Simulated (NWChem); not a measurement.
**Correlation energy of H2Si**

```xyz
3

Si     0.0000     0.0000    -0.0951
H      1.2867     0.0000     0.6656
H     -1.2867     0.0000     0.6656
```
Charge 0, spin multiplicity 3.

All runs are NWChem calculations. Structure: optimised with UB3LYP/def2-SVP, a minimum by its harmonic frequencies.

Basis set: def2-QZVP. Each correlation energy counts from its own Hartree-Fock reference.

The correlated methods keep 5 core orbitals frozen. This spin state was chosen for the runs; another may lie lower. The structure started from a generated list of species. The unpaired electrons of the parent sit in orbitals of symmetry a1 and b2 (C2v labels of the run); other states weren't searched. The stability of the SCF solutions was not checked. Open-shell Hartree-Fock references start from PBE0 orbitals. Coupled-cluster values serve here as a point of comparison, not as the truth.

### Question
For the correlation energy, UMP2 gives -96.3 mHa and SCS-UMP2 gives -101.6 mHa. What do CCSD on ROHF, CCSD[T] on ROHF, CCSD(T) on ROHF give?

### Answer
CCSD on ROHF: -119.1 mHa; CCSD[T] on ROHF: -123.2 mHa; CCSD(T) on ROHF: -123.1 mHa.
